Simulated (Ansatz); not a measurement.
Geometry optimisation, RKS PBE0-D4/cc-pVDZ in Ansatz.

Input file:

```yaml
crystal:
  periodic: [false, false, false]
  atoms:
    - { symbol: O, position_ang: [-0.41557, 1.32362, -0.89303] }
    - { symbol: C, position_ang: [-0.04514, 0.32272, -0.03983] }
    - { symbol: S, position_ang: [1.76717, 0.15, -0.2353] }
    - { symbol: S, position_ang: [-0.97517, -1.24432, -0.44199] }
    - { symbol: H, position_ang: [-1.37496, 1.43385, -0.90199] }
    - { symbol: H, position_ang: [-0.25741, 0.54152, 1.0144] }
    - { symbol: H, position_ang: [1.92956, -0.6317, 0.83331] }
    - { symbol: H, position_ang: [-0.62849, -1.89571, 0.66445] }
basis:
  gaussian: { orbitals: cc-pVDZ }
hamiltonian:
  xc: pbe0
  dispersion: d4
relax:
  f_tol: 0.015
  max_steps: 40
```

Run as:

```bash
$ ansatz run input.yaml --threads 1 --pin off --max-ram 2048MiB --backend cpu --events-out ev --progress --plain --runs-dir out
```

Question: Where does it end, and by what steps?

Answer: It converged. After 24 steps the energy has fallen by 0.293 eV; H8 moved furthest, 1.20 Å.

```tsv
step	energy less start (eV)	largest force component (eV/Å)	accepted
0	0.0000	0.733	yes
1	-0.0400	0.420	yes
2	-0.0477	0.622	yes
3	0.0183	0.889	no
4	-0.0633	0.188	yes
5	-0.0690	0.125	yes
6	-0.0773	0.063	yes
7	-0.0802	0.210	yes
8	-0.0794	0.570	no
9	-0.0845	0.188	yes
10	-0.0916	0.197	yes
11	-0.0981	0.444	yes
12	-0.1258	0.497	yes
13	-0.1654	0.716	yes
14	-0.2232	0.401	yes
15	-0.1335	1.235	no
16	-0.2397	1.564	yes
17	-0.2779	0.413	yes
18	-0.2896	0.104	yes
19	-0.2890	0.152	no
20	-0.2921	0.022	yes
21	-0.2921	0.275	no
22	-0.2930	0.021	yes
23	-0.2931	0.032	yes
24	-0.2933	0.013	yes
```

```xyz
8
Properties=species:S:1:pos:R:3
O -0.810 1.227 -0.392
C -0.020 0.276 0.219
S 1.732 0.514 -0.311
S -0.497 -1.454 -0.177
H -0.824 1.019 -1.339
H -0.102 0.441 1.301
H 2.219 -0.623 0.243
H -1.697 -1.400 0.457
```

Time of the run: 67 s on 1 thread of AMD EPYC 9R14 (Zen 4), with other jobs on the host, peak memory 0.19 GiB.
